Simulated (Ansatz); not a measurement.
# 2 CH4S: molecular dynamics

Purpose: to follow the two partners and see whether they stay together, part or react. The start is relaxed first. Runs: 300 steps of 0.5 fs at constant energy, with velocities drawn for 100 K. SMILES of the start: CS.CS.

Program: Ansatz 0.2.0. Level of theory: RKS B3LYP-D4/6-31G*. These are calculated values, not measurements.

**1. The starting structure**

Bond lengths: C1–S2 1.822 Å, C1–H3 1.086 Å, C1–H4 1.086 Å, C1–H5 1.086 Å, S2–H6 1.330 Å, C7–S8 1.822 Å, C7–H9 1.085 Å, C7–H10 1.085 Å, C7–H11 1.085 Å, S8–H12 1.327 Å. Angles: C1–S2–H6 96.6°, S2–C1–H3 109.6°, S2–C1–H4 106.4°, S2–C1–H5 109.6°, H3–C1–H4 110.2°, H3–C1–H5 110.9°, H4–C1–H5 110.0°, C7–S8–H12 95.7°, S8–C7–H9 109.6°, S8–C7–H10 106.6°, S8–C7–H11 109.6°, H9–C7–H10 110.1°, H9–C7–H11 110.9°, H10–C7–H11 110.0°.

As a file:

```xyz
12

C     0.5661    0.0407   -1.8944
S    -0.9363    1.0599   -1.7356
H     0.3102   -1.0071   -1.7696
H     1.2384    0.3588   -1.1031
H     1.0244    0.2149   -2.8638
H    -1.5858    0.5384   -2.7723
C    -0.1393   -0.6295    2.2844
S     0.6248    0.9538    1.8074
H    -1.1495   -0.4532    2.6403
H     0.4702   -1.0393    3.0826
H    -0.1414   -1.3041    1.4341
H    -0.2819    1.2667    0.8900
```

**2. Relaxing the start**

Contents of input.yaml:

```yaml
crystal:
  periodic: [false, false, false]
  atoms:
    - { symbol: C, position_ang: [0.5661, 0.0407, -1.8944] }
    - { symbol: S, position_ang: [-0.9363, 1.0599, -1.7356] }
    - { symbol: H, position_ang: [0.3102, -1.0071, -1.7696] }
    - { symbol: H, position_ang: [1.2384, 0.3588, -1.1031] }
    - { symbol: H, position_ang: [1.0244, 0.2149, -2.8638] }
    - { symbol: H, position_ang: [-1.5858, 0.5384, -2.7723] }
    - { symbol: C, position_ang: [-0.1393, -0.6295, 2.2844] }
    - { symbol: S, position_ang: [0.6248, 0.9538, 1.8074] }
    - { symbol: H, position_ang: [-1.1495, -0.4532, 2.6403] }
    - { symbol: H, position_ang: [0.4702, -1.0393, 3.0826] }
    - { symbol: H, position_ang: [-0.1414, -1.3041, 1.4341] }
    - { symbol: H, position_ang: [-0.2819, 1.2667, 0.89] }
basis:
  gaussian: { orbitals: "6-31G*" }
hamiltonian:
  xc: b3lyp
  dispersion: d4
relax:
  f_tol: 0.02
  max_steps: 40
scf:
  lower_state_search: "off"
output:
  orbitals: {}
```

Started as:

```bash
> ansatz run input.yaml --threads 1 --pin off --max-ram 2048MiB --backend cpu --events-out ev --progress --plain --runs-dir out
```

After this run come: Dynamics.

Q: Predict the outcome of this session. Wanted: relaxation of the start; temperature, first and last step; temperature, second half; potential energy, second half; largest change of the total energy; bonds formed or broken.

As calculated:

```
                          quantity                       value
           relaxation of the start    14 moves, 0.079 eV lower
                            length         300 steps of 0.5 fs
  temperature, first and last step                100 and 34 K
          temperature, second half  mean 48 K, from 29 to 84 K
     potential energy, second half  +6 meV/atom from the start
largest change of the total energy               0.03 meV/atom
            bonds formed or broken                           0
```

In words: The temperature starts at 100 K and averages 48 K in the second half, where it ranges from 29 to 84 K. About half is expected from a start at a minimum: kinetic energy passes into potential energy until both shares match. The total energy strays from its start by at most 0.03 meV/atom, 0.6 % of the mean kinetic energy, so a step of 0.5 fs is short enough over this time. The bonds all hold. The partners' closest contact goes from 2.99 to 3.06 Å; so short a run doesn't show whether they stay bound. Averages from a run of 150 fs with 12 atoms are rough. The nuclei move classically, without zero-point motion, which matters most for hydrogen.
